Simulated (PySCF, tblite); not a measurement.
C4H7P.
Atom-mapped SMILES: `[CH:1]1=[CH:2][CH2:3][PH:4][CH2:5]1` (hydrogens: H6 on C1; H7 on C2; H8, H9 on C3; H10 on P4; H11, H12 on C5)

Geometry (GFN2-xTB, Å), atoms numbered from 1 in this order:
```
atom  x, y, z in Å
C1     0.543   -0.996    0.324
C2    -0.763   -0.887    0.159
C3    -1.253    0.398   -0.435
P4     0.172    1.600   -0.306
C5     1.369    0.180   -0.098
H6     1.035   -1.876    0.709
H7    -1.473   -1.665    0.393
H8    -1.517    0.254   -1.489
H9    -2.138    0.793    0.069
H10    0.011    1.786    1.078
H11    2.148    0.436    0.624
H12    1.866   -0.025   -1.053
```

Method: CAM-B3LYP/def2-SVPD in PySCF (dipole) on a GFN2-xTB geometry, gas phase.

Masses are those of the commonest isotopes; rigid-rotor values at the optimised geometry. The values belong to one conformer with, in the numbering `[CH:1]1=[CH:2][CH2:3][PH:4][CH2:5]1`, C1–C2–C3–P4 -15°, C2–C3–P4–C5 19°, C3–P4–C5–C1 -19°, C2–C1–C5–P4 15°.

**Question.** Give the principal moments of inertia and the rotational constants in cm⁻¹.

**Answer.** Ia = 77.90, Ib = 111.22, Ic = 175.98 u·Å²; 505379 MHz·u·Å²/I gives 6487, 4544 and 2872 MHz, that is A = 0.21640, B = 0.15158, C = 0.09579 cm⁻¹.

**Question.** What kind of rotor is it?

**Answer.** An asymmetric top; Ray's κ = -0.075.

**Question.** Is it planar, by Δ = Ic − Ia − Ib?

**Answer.** Not planar: Δ = Ic − Ia − Ib = -13.14 u·Å². For a rigid frame Δ = −2 Σ m c², so Σ m c² = 6.57 u·Å² lies off the ab plane: 5.61 from hydrogen and 0.96 from heavier atoms. The atom farthest from that plane is 1.45 Å away.

**Question.** Give the other two planar moments, Paa and Pbb, and the rms extents of the mass along the axes.

**Answer.** Paa = Σ m a² = (Ib + Ic − Ia)/2 = 104.65 and Pbb = Σ m b² = (Ia + Ic − Ib)/2 = 71.33 u·Å². With the mass M = 86.03 u, the rms extents √(P/M) along a, b and c are 1.10, 0.91, 0.28 Å.

**Question.** Which types of transition are allowed, and where do some lines up to J = 4 fall?

**Answer.** The dipole components are |μa| = 1.18 D, |μb| = 0.00 D, |μc| = 0.13 D; the mirror of this Cs structure is the ac plane, so μb vanishes by symmetry and there are no b-type lines. Intensities carry the squares of the components, which stand as 1.00 : 0.01 (a : c). Some lines, for components of 0.1 D or more:

```json
{"type": "a", "branch": "Q", "J(Ka,Kc)": "2(2,0) ← 2(2,1)", "MHz": "709", "lower level (cm⁻¹)": "1.113"}
{"type": "c", "branch": "Q", "J(Ka,Kc)": "2(1,2) ← 2(0,2)", "MHz": "980", "lower level (cm⁻¹)": "0.718"}
{"type": "a", "branch": "Q", "J(Ka,Kc)": "3(2,1) ← 3(2,2)", "MHz": "2977", "lower level (cm⁻¹)": "1.855"}
{"type": "a", "branch": "Q", "J(Ka,Kc)": "3(1,2) ← 3(1,3)", "MHz": "9825", "lower level (cm⁻¹)": "1.397"}
{"type": "a", "branch": "R", "J(Ka,Kc)": "3(0,3) ← 2(0,2)", "MHz": "19981", "lower level (cm⁻¹)": "0.718"}
{"type": "a", "branch": "R", "J(Ka,Kc)": "4(2,3) ← 3(2,2)", "MHz": "29087", "lower level (cm⁻¹)": "1.855"}
{"type": "a", "branch": "R", "J(Ka,Kc)": "4(3,2) ← 3(3,1)", "MHz": "30662", "lower level (cm⁻¹)": "2.331"}
{"type": "c", "branch": "R", "J(Ka,Kc)": "3(2,1) ← 2(1,1)", "MHz": "31054", "lower level (cm⁻¹)": "0.918"}
{"type": "a", "branch": "R", "J(Ka,Kc)": "4(3,1) ← 3(3,0)", "MHz": "31738", "lower level (cm⁻¹)": "2.338"}
{"type": "c", "branch": "R", "J(Ka,Kc)": "3(3,0) ← 2(2,0)", "MHz": "36024", "lower level (cm⁻¹)": "1.137"}
{"type": "c", "branch": "R", "J(Ka,Kc)": "4(2,2) ← 3(1,2)", "MHz": "40014", "lower level (cm⁻¹)": "1.725"}
{"type": "c", "branch": "R", "J(Ka,Kc)": "4(3,2) ← 3(2,2)", "MHz": "44938", "lower level (cm⁻¹)": "1.855"}
{"type": "c", "branch": "R", "J(Ka,Kc)": "4(4,0) ← 3(3,0)", "MHz": "49158", "lower level (cm⁻¹)": "2.338"}
```

**Question.** Estimate the classical rotational partition function at 10 K, 50 K and 100 K.

**Answer.** Point group Cs, symmetry number σ = 1; q = (√π/σ)·√((kT/h)³/(ABC)), k/h = 20836.6 MHz/K: 579 at 10 K, 6480 at 50 K, 18300 at 100 K.

Its GFN2-xTB frequencies are all real (lowest 153 cm⁻¹). Constants of a rigid frame at the computed geometry: no zero-point averaging, no centrifugal distortion.
